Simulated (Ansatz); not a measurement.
The first iterations of a band of C₂H₄FNO (9 atoms, charge 0, multiplicity 1).

Method: Ansatz 0.2.0, RKS PBE0/STO-3G.

* movable images: 7
* climbing image: yes
* spring: 5.0 eV/Å²
* optimiser: quadratic models (default)
* start path: through a guess of the saddle point
* force threshold: 0.05 eV/Å
* iteration limit: 60
* end points: relaxed

First end point:

```xyz
9
Properties=species:S:1:pos:R:3
O -0.124 0.212 1.956
C -0.573 0.132 0.587
N 0.564 0.511 -0.357
C 0.737 -0.340 -1.331
F 0.004 -1.466 -1.563
H 0.280 1.148 1.976
H -1.410 0.837 0.364
H -0.933 -0.906 0.425
H 1.546 -0.173 -2.073
```

Last end point:

```xyz
9
Properties=species:S:1:pos:R:3
O -0.859 0.561 1.789
C -0.626 -0.189 0.605
N 0.533 0.135 -0.046
C 0.855 0.116 -1.417
F -0.016 -0.612 -2.186
H 1.248 0.605 0.559
H -1.464 -0.525 -0.023
H -1.511 -0.036 2.293
H 1.929 -0.102 -1.591
```

| iteration | highest image above the first end (eV) | largest band force component (eV/Å) |
| --- | --- | --- |
| 1 | 6.814 | 7.965 |
| 2 | 4.878 | 4.728 |
| 3 | 4.148 | 2.509 |
| 4 | 4.060 | 2.504 |
| 5 | 4.022 | 1.886 |
| 6 | 4.050 | 0.899 |
| 7 | 3.973 | 1.239 |
| 8 | 3.834 | 1.016 |
| 9 | 3.711 | 1.070 |
| 10 | 3.571 | 0.798 |
| 11 | 3.462 | 0.982 |

Q: Does the band converge within its limit, and where does its top end?

A: It converged. It ended after 33 iterations with the highest image 3.801 eV above the first end. The profile has 2 maxima (images 1, 5) with wells between them (image 2): this band takes more than one step, which may be the mechanism or a detour left from its start path. Neighbouring images differ by up to 3.6 eV, so the band resolves the path poorly. A vibrational analysis at the climbing image gives one clearly imaginary mode, 1085i cm⁻¹: a first-order saddle point. The orbitals stay closed-shell, which can raise the energy where a bond breaks towards radicals; this wasn't checked here. Limits of this set-up: minimal basis.

Run time: 4.9 min on 1 thread of Intel(R) Xeon(R) 6975P-C (Granite Rapids) (shared host), peak memory 0.11 GiB.
